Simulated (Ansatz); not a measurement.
System: CH₂NO, charge 0, doublet. CH2NO (SMILES N[C]=O, doublet).
B3LYP-D3(BJ)/def2-TZVP minimum from Ansatz (a first-principles code):
```
N
H 1 1.0031
H 1 1.0139 2 118.79
C 1 1.3371 2 120.08 3 180.00
O 4 1.1917 1 130.06 2 -180.00
```
Charge 0, spin multiplicity 2.

Total energies in hartree (Ansatz). UHF or UKS for unpaired electrons; spin-orbit terms are left out. Cores are frozen in correlated methods. No relativity. Where a partner has so few electrons that a lower coupled-cluster level is exact, that level stands in.

```csv
species,HF/cc-pVTZ,CCSD(T)/cc-pVTZ,HF/cc-pVQZ,CCSD(T)/cc-pVQZ,CCSD(T)/cc-pVDZ,CCSDT(Q)/cc-pVDZ
"1: CH2NO (SMILES N[C]=O, doublet)",-168.37566,-168.98389,-168.38880,-169.03628,-168.81390,-168.81627
2: O (triplet),-74.81176,-74.97396,-74.81729,-74.99357,-74.90995,-74.91013
3: C (triplet),-37.69157,-37.78076,-37.69331,-37.78654,-37.76038,-37.76071
4: N (quartet),-54.40069,-54.51471,-54.40372,-54.52482,-54.47850,-54.47866
5: H (doublet),-0.49981,-0.49981,-0.49995,-0.49995,-0.49928,-0.49928
```

Q: Work out the atomisation energy (electronic, to ground-state atoms) in kJ/mol: take Hartree-Fock from cc-pVQZ, extrapolate the CCSD(T) correlation energy as X^-3 (X = 3, 4), and add CCSDT(Q) - CCSD(T) in cc-pVDZ. 1 hartree = 2625.5 kJ/mol.

A: 
Species 1: correlation (64·(-0.64748) - 27·(-0.60823))/37 = -0.67612; step -0.00237; E1 = -168.38880 + (-0.67612) + (-0.00237) = -169.06729
Species 2: correlation (64·(-0.17628) - 27·(-0.16220))/37 = -0.18655; step -0.00018; E2 = -74.81729 + (-0.18655) + (-0.00018) = -75.00402
Species 3: correlation (64·(-0.09323) - 27·(-0.08919))/37 = -0.09618; step -0.00033; E3 = -37.69331 + (-0.09618) + (-0.00033) = -37.78982
Species 4: correlation (64·(-0.12110) - 27·(-0.11402))/37 = -0.12627; step -0.00016; E4 = -54.40372 + (-0.12627) + (-0.00016) = -54.53015
Species 5: correlation (64·(0.00000) - 27·(0.00000))/37 = 0.00000; step +0.00000; E5 = -0.49995 + (0.00000) + (+0.00000) = -0.49995
-1·E1 +1·E2 +1·E3 +1·E4 +2·E5 = 0.74340 hartree = 1951.8 kJ/mol.
